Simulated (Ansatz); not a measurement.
System: fcc Pd. Method: PBE (Ansatz, a quantum-chemistry and plane-wave program, plane waves, PAW).

Settings: plane-wave cutoff 520 eV, 20×20×20 k mesh, Fermi–Dirac smearing 0.1 eV, perturbation theory, scalar-relativistic PAW data made under PBE.

The cell has the measured lattice parameters. Conventional cell: a = 3.8902 Å, b = 3.8902 Å, c = 3.8902 Å, α = 90.00°, β = 90.00°, γ = 90.00°.

```xyz
1
Lattice="0.0000 1.9451 1.9451 1.9451 0.0000 1.9451 1.9451 1.9451 0.0000" Properties=species:S:1:pos:R:3 pbc="T T T"
Pd     0.0000     0.0000     0.0000
```

Harmonic phonon frequencies (cm⁻¹; i marks an imaginary mode):

```tsv
q point	frequencies
X	160 160 230
L	113 113 238
W	150 194 194
```

No imaginary mode appears at these points.

Note: the cell isn't this level's own, so it is under some stress, which shifts stiffness and frequencies.
